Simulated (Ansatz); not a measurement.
Diamond was calculated with r²SCAN (plane waves, PAW; Ansatz, a quantum-chemistry and plane-wave program).

A relaxed, unreconstructed slab of the (110) face has 24 atoms, two equal faces of 8.963 Å² each and an energy of -6031.0406 eV. A bulk cell of 4 atoms with the same orientation and in-plane k mesh has -1006.2230 eV. Energies are extrapolated to zero smearing.

Settings: plane-wave cutoff 500 eV, 8×10×1 k mesh (along the axes of the cell as run), gaussian smearing 0.02 eV, scalar-relativistic PAW data made under PBE.

Worked out: γ = (E_slab − N E_bulk per atom)/2A = [-6031.0406 − 24 × (-1006.2230/4)]/(2 × 8.963) = 0.3513 eV/Å². With 16.022 J/m² per eV/Å² this is 5.63 J/m², or 3.15 eV per surface cell and face.
